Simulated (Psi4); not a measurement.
# triplet CF+: levels of theory compared

Aim: a comparison of 3 runs (UHF/aug-cc-pVTZ, UB2PLYP/aug-cc-pVTZ, UPBE0/aug-cc-pVTZ) of triplet CF+. 

Program for the calculation: Psi4 1.11.

3 further runs of the same task are left out: 1 that didn't finish, 2 set aside as unsound or not needed.

## Step 1: The molecule

CF+: 2 atoms, total charge +1, spin state triplet. As SMILES of the parent species, `[C+]F`. The coordinates come from a PBE0-D4/def2-TZVP relaxation. That shape belongs to the parent species and isn't relaxed for this state.

Bond lengths: C1–F2 1.153 Å.

## Step 2: A single-point energy at UHF/aug-cc-pVTZ (run 1)

Input file input.in:

```
memory 2200 MB

molecule geom {
  1 3
  C      0.492270    -0.160830     0.253170
  F     -0.492270     0.160830    -0.253170
  symmetry c1
}

set globals {
  basis         aug-cc-pVTZ
  reference     uhf
  puream        true
  e_convergence 1e-09
  d_convergence 1e-08
  scf_type      pk
  maxiter       100
}

result, w = energy("hf", return_wfn=True)
oeprop(w, "WIBERG_LOWDIN_INDICES", "LOWDIN_CHARGES", "MAYER_INDICES")
print_variables()
```

The run is started by

```sh
$ psi4 input.in input.out -n 1
```

input.out:

```text
[...]
  Running in c1 symmetry.
[...]
  Nuclear repulsion =   24.785948803402466
[...]
  Multiplicity = 3
[...]
  Nalpha       = 8
  Nbeta        = 6
[...]
    Number of basis functions: 92
[...]
   @UHF iter   1:  -136.65921413288618    7.51381e-02   4.15872e-03 DIIS/ADIIS
[...]
   @UHF iter  13:  -136.76812964621985   -1.53477e-12   2.75945e-09 DIIS
[...]
   @S^2 Observed:                2.011183230E+00
[...]
    Orbital Energies [Eh]
    ---------------------
    Alpha Occupied:
       1A    -26.799572     2A    -11.876468     3A     -2.176542
       4A     -1.359575     5A     -1.228933     6A     -1.137801
       7A     -1.129863     8A     -0.819872
    Alpha Virtual:
       9A     -0.308239    10A     -0.121278    11A     -0.094067
      12A     -0.083802    13A     -0.079444    14A      0.008984
      15A      0.043864    16A      0.044426    17A      0.055349
      18A      0.055874    19A      0.062255    20A      0.143311
      21A      0.154486    22A      0.158683    23A      0.248196
      24A      0.257142    25A      0.269475    26A      0.332556
[...]
  @UHF Final Energy:  -136.76812964621985
   => Energetics <=
    Nuclear Repulsion Energy =             24.7859488034024658
    One-Electron Energy =                -232.2743851811924856
    Two-Electron Energy =                  70.7203067315701759
    Total Energy =                       -136.7681296462198475
  UHF NO Occupations:
  HONO-2 :    6  A 1.9957320
  HONO-1 :    7  A 1.0000000
[...]
 Multipole Moments:
 ------------------------------------------------------------------------------------
     Multipole            Electronic (a.u.)      Nuclear  (a.u.)        Total (a.u.)
 ------------------------------------------------------------------------------------
 L = 1.  Multiply by 2.5417464519 to convert [e a0] to [Debye]
 Dipole X            :          0.0000000           -0.0000000            0.0000000
 Dipole Y            :          0.0000000            0.0000000            0.0000000
 Dipole Z            :          0.7204598            0.4210233            1.1414831
 Magnitude           :                                                    1.1414831
[...]
```

Run time: 6.6 s. Hardware: 1 thread of Intel Xeon at 2.50GHz (Skylake/Cascade Lake), shared host; peak memory 0.35 GiB.

## Step 3: The energy at UB2PLYP/aug-cc-pVTZ (density fitting for correlation) (run 2)

Input file cf.xyz:

```xyz
2
CF
C      0.492270    -0.160830     0.253170
F     -0.492270     0.160830    -0.253170
```

Input file run_ase.py:

```python
import numpy as np
from ase.calculators.psi4 import Psi4
from ase.io import read

a = read('cf.xyz')
calc = Psi4(atoms=a, method='b2plyp', basis='aug-cc-pVTZ', memory='2200MB', num_threads=1, charge=1, multiplicity=3, label='psi4-calc', reference='uks')
calc.psi4.set_options({'puream': True, 'e_convergence': 1e-09, 'd_convergence': 1e-08, 'scf_type': 'pk', 'dft_radial_points': 99, 'dft_spherical_points': 590, 'num_frozen_docc': 2, 'maxiter': 100})
a.calc = calc

print(f'energy: {a.get_potential_energy():.6f} eV')
```

The run is started by

```sh
$ python run_ase.py
```

psi4-calc.dat:

```text
[...]
  Running in c1 symmetry.
[...]
  Nuclear repulsion =   24.785948803402466
[...]
  Multiplicity = 3
[...]
  Nalpha       = 8
  Nbeta        = 6
[...]
    Number of basis functions: 92
[...]
   @UKS iter   1:  -137.08820229009206    2.25744e-01   2.86738e-03 ADIIS/DIIS
[...]
   @UKS iter  11:  -137.13794770163594   -1.09139e-11   2.88821e-09 DIIS
[...]
   @S^2 Observed:                2.006407344E+00
[...]
    Orbital Energies [Eh]
    ---------------------
    Alpha Occupied:
       1A    -25.872929     2A    -11.253449     3A     -1.947093
       4A     -1.206558     5A     -1.080743     6A     -1.031667
       7A     -0.988463     8A     -0.695626
    Alpha Virtual:
       9A     -0.414230    10A     -0.162476    11A     -0.123324
      12A     -0.108059    13A     -0.105366    14A     -0.035580
      15A      0.003682    16A      0.004138    17A      0.008165
      18A      0.008769    19A      0.017253    20A      0.101226
      21A      0.108221    22A      0.108956    23A      0.199820
      24A      0.203760    25A      0.209050    26A      0.227113
[...]
  @UKS Final Energy:  -137.13794770163594
   => Energetics <=
    Nuclear Repulsion Energy =             24.7859488034024658
    One-Electron Energy =                -232.2671068649137851
    Two-Electron Energy =                  77.7439108268825692
    DFT Exchange-Correlation Energy =      -7.4007004670072085
    Empirical Dispersion Energy =           0.0000000000000000
    VV10 Nonlocal Energy =                  0.0000000000000000
    Total Energy =                       -137.1379477016359374
[...]
 Multipole Moments:
 ------------------------------------------------------------------------------------
     Multipole            Electronic (a.u.)      Nuclear  (a.u.)        Total (a.u.)
 ------------------------------------------------------------------------------------
 L = 1.  Multiply by 2.5417464519 to convert [e a0] to [Debye]
 Dipole X            :          0.5284337            0.3595424            0.8879761
 Dipole Y            :         -0.1726451           -0.1174664           -0.2901115
 Dipole Z            :          0.2717687            0.1849094            0.4566781
 Magnitude           :                                                    1.0398178
[...]
```

Standard output:

```text
energy: -3734.502932 eV
```

It took 19 s on 1 thread of Intel Xeon at 2.50GHz (Skylake/Cascade Lake), shared host; peak memory 0.68 GiB.

## Step 4: Energy and forces at UPBE0/aug-cc-pVTZ (run 3)

Input file calc.inp:

```
memory 2200 mb

molecule system {
  1 3
  C      0.93025548    -0.30392465     0.47842196
  F     -0.93025548     0.30392465    -0.47842196
  units au
  symmetry c1
  no_reorient
  no_com
}

set {
  basis aug-cc-pVTZ
  reference uks
  puream true
  e_convergence 1e-09
  d_convergence 1e-08
  scf_type pk
  dft_radial_points 99
  dft_spherical_points 590
  maxiter 100
}

gradient("pbe0")
```

The run is started by

```sh
$ psi4 -i calc.inp -o calc.out -n 1
```

calc.out:

```text
[...]
  Running in c1 symmetry.
[...]
  Nuclear repulsion =   24.785948848414904
[...]
  Multiplicity = 3
[...]
  Nalpha       = 8
  Nbeta        = 6
[...]
    Number of basis functions: 92
[...]
   @UKS iter   1:  -137.15759930309326    3.03570e-01   1.93961e-03 DIIS/ADIIS
[...]
   @UKS iter  10:  -137.18213370256683   -4.40252e-11   8.54128e-09 DIIS
[...]
   @S^2 Observed:                2.007747234E+00
[...]
    Orbital Energies [Eh]
    ---------------------
    Alpha Occupied:
       1A    -25.291055     2A    -10.856160     3A     -1.812587
       4A     -1.118555     5A     -0.991295     6A     -0.968028
       7A     -0.911003     8A     -0.624674
    Alpha Virtual:
       9A     -0.487915    10A     -0.189325    11A     -0.145843
      12A     -0.122643    13A     -0.119648    14A     -0.060188
      15A     -0.021486    16A     -0.020065    17A     -0.012097
      18A     -0.011722    19A     -0.004706    20A      0.073786
      21A      0.078435    22A      0.082653    23A      0.164708
      24A      0.174088    25A      0.176879    26A      0.179829
[...]
  @UKS Final Energy:  -137.18213370256683
   => Energetics <=
    Nuclear Repulsion Energy =             24.7859488484149040
    One-Electron Energy =                -232.2083509816306446
    Two-Electron Energy =                  81.8565943437414916
    DFT Exchange-Correlation Energy =     -11.6163259130925667
    Empirical Dispersion Energy =           0.0000000000000000
    VV10 Nonlocal Energy =                  0.0000000000000000
    Total Energy =                       -137.1821337025668299
[...]
 Multipole Moments:
 ------------------------------------------------------------------------------------
     Multipole            Electronic (a.u.)      Nuclear  (a.u.)        Total (a.u.)
 ------------------------------------------------------------------------------------
 L = 1.  Multiply by 2.5417464519 to convert [e a0] to [Debye]
 Dipole X            :          3.3963521           -2.7907664            0.6055857
 Dipole Y            :         -1.1096254            0.9117739           -0.1978515
 Dipole Z            :          1.7467131           -1.4352659            0.3114472
 Magnitude           :                                                    0.7091394
[...]
  -Total Gradient:
     Atom            X                  Y                   Z
    ------   -----------------  -----------------  -----------------
       1       -0.082329440842     0.026897929688    -0.042341285056
       2        0.082330385298    -0.026898238252     0.042341770781
[...]
```

Run time: 29 s. Hardware: 1 thread of Intel Xeon at 2.50GHz (Skylake/Cascade Lake), shared host; peak memory 0.65 GiB.

## Step 5: The series

```csv
run,level,frozen core orbitals,properties,energy (Eh),HOMO energy (eV),LUMO energy (eV),⟨S²⟩,wall time
1,UHF/aug-cc-pVTZ,0,"(wiberg, lowdin, mayer)",-136.768130,-22.31,-10.75,2.011,6.6 s
2,UB2PLYP/aug-cc-pVTZ (density fitting for correlation),2,–,-137.240453,-18.93,-14.68,2.006,19 s
3,UPBE0/aug-cc-pVTZ,0,–,-137.182134,-17.00,-16.22,2.008,29 s
```

## Step 6: Summary of results

```
                                 quantity          value
                      run 3: total energy  -137.18213 Eh
run 3: HOMO energy (highest over α and β)      -17.00 eV
 run 3: LUMO energy (lowest over α and β)      -16.22 eV
                              run 3: ⟨S²⟩          2.008
          run 3: largest force on an atom     4.958 eV/Å
```

**Reading.** Totals of different functionals can't be ranked against each other. All runs together took 55 s, the longest 29 s.
